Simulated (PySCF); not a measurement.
# Telling isomers of C2H7N apart by NMR

Single conformer, relativity neglected, no solvent model, fast rotation and ring inversion assumed for equivalent nuclei. Geometry from GFN2-xTB; B3LYP/pcJ-1 coupling constants (spin–dipole term left out of most H,H and C,H couplings); NMR shieldings at PBE0/pcSseg-1/GIAO; PySCF 2.14.0 with density-fitted response routines.

Shifts are taken against calculated references (same method and geometry level): $^{1}$H (31.72 ppm), $^{13}$C (186.93 ppm) against TMS. Multiplet labels drop J under 1 Hz and among equivalent protons, and merge close values. Unscaled 3J(H,H) run several per cent high. Shifts are as computed. Against solution values, carbons near 30 ppm lie about +3 ppm off and those near 130 ppm about +5 ppm. Of 1211 compounds with measured shifts, 218 miss one by over three times the rms of a fit or turn the order of signals round; such compounds aren't used in these exercises. OH and NH positions are gas-phase values without hydrogen bonding to other molecules.

(1) Tabulate the signals of `CCN`, `CNC` and their relative energies.

(2) What is the quickest way to tell CCN from CNC?

Results:

(1) 
| SMILES | carbon types | δC | δH | E rel. (kcal/mol) |
| --- | --- | --- | --- | --- |
| CCN | 1×CH2 1×CH3 | 42.9, 25.6 | 2.77 (q, 2H), 1.00 (t, 3H), 0.42 (br s, 2H) | 0.0 |
| CNC | 2×CH3 | 41.8 | 2.50 (s, 6H), -0.36 (br s, 1H) | 7.0 |

Energies are electronic energies at PBE0/pcSseg-1 on these geometries, without zero-point or thermal terms, each for the one conformer computed, which needn't be the lowest.

(2) Count the carbon signals: 2 against 1. The first has an sp3 CH2 bonded to N at 42.9 ppm, the second a methyl carbon bonded to N (CH3) at 41.8 ppm.
